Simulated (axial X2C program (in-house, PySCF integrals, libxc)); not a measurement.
## BH⁺: cheaper levels and CCSD(T), 2c

All values were computed with an in-house relativistic program for diatomic molecules. Two-component (2c) means X2C with spin–orbit coupling and atomic mean-field two-electron Coulomb and Gaunt terms. Basis: B dyall-v3z [7s6p2d1f], H dyall-v3z [6s2p1d] (cores contracted in-house); Gaussian nuclei, density fitting, unrestricted open shells. Masses: B 11.009 u, H 1.008 u.

State: Ω = 1/2 (⟨Sz⟩ = 0.50, ⟨Lz⟩ = 0.00 at HF); fragments B+ + H.

```csv
level,Re (Å),ωe (cm⁻¹),De (eV)
PBE0,1.208,2531.4,2.62
HF,1.186,2718.7,2.31
MP2,1.193,2659.0,2.35
CCSD,1.206,2519.1,2.09
M06,1.208,2512.1,2.50
```

Correlated methods: 3 electrons correlated (number of frozen shells: B 1 s; H none), 109 virtual spin orbitals or spinors in MP2, 39 natural virtuals in coupled cluster.

CCSD(T), same Hamiltonian and basis:

Re = 1.207 Å, ωe = 2511.6 cm⁻¹, De = 2.11 eV; T1 = 0.012 (Lee–Taylor normalisation).

(1) Give the differences from CCSD(T) in the columns below.

Occupations by symmetry block were frozen at the best pattern of an incomplete PBE0 search. Dissociation energies refer to the lowest single-determinant-based atoms at the same level and basis. Density functionals use the spin component along the axis (collinear). Coupled cluster ran in a truncated set of natural virtual spinors; the MP2 energy of the rest was added. (T) has no such correction and the atoms are truncated less, which lowers De at CCSD(T) by a hundredth of an eV or more.

Answers

(1) 

```json
{"level": "PBE0", "ΔRe (Å)": "0.001", "Δωe (cm⁻¹)": "20", "ΔDe (eV)": "0.51"}
{"level": "HF", "ΔRe (Å)": "-0.021", "Δωe (cm⁻¹)": "207", "ΔDe (eV)": "0.20"}
{"level": "MP2", "ΔRe (Å)": "-0.014", "Δωe (cm⁻¹)": "147", "ΔDe (eV)": "0.24"}
{"level": "CCSD", "ΔRe (Å)": "-0.001", "Δωe (cm⁻¹)": "8", "ΔDe (eV)": "-0.02"}
{"level": "M06", "ΔRe (Å)": "0.001", "Δωe (cm⁻¹)": "0", "ΔDe (eV)": "0.39"}
```
